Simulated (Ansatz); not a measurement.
# AlHSi: the cost of one run

Method: def2-QZVPP, core rule «outside noble gas», up to 10 orbitals frozen; program: Ansatz 0.2.0, Gaussian basis.

Plan: UHF; ROHF; CCSD(T) on UHF.

2 further runs of the same task are left out: 2 set aside as unsound or not needed.

## (1) The system

The geometry is a PBE0/def2-TZVP stationary point (not a proven minimum) of the parent state, kept for this charge and spin.

3 atoms, charge 0, spin multiplicity 5.

Atoms are counted from 1 here; the program's logs count them from 0.

Bond lengths: Si1–Al2 2.333 Å, Al2–H3 1.599 Å. Angles: Si1–Al2–H3 180.0°.

## (2) UHF

Input file in.yaml:

```yaml
crystal:
  periodic: [false, false, false]
  atoms:
    - {symbol: Si, position_ang: [0.000000, 0.000000, 2.088600]}
    - {symbol: Al, position_ang: [0.000000, 0.000000, -0.244867]}
    - {symbol: H, position_ang: [0.000000, 0.000000, -1.843733]}
basis:
  gaussian: {orbitals: "def2-QZVPP.json"}
magnetization: {spin_polarized: true, initial_magnetization: 4}
hamiltonian: {xc: hf}
output: {orbitals: {seedname: orbitals}}
```

Launch:

```
> ansatz run in.yaml --threads 1 --pin off --events-out ev --progress --plain --max-ram 2393MiB
```

Q: Estimate wall time and peak memory on 1 thread of Arm Neoverse V2, shared host.

About 13 s, with a peak of 0.39 GiB.
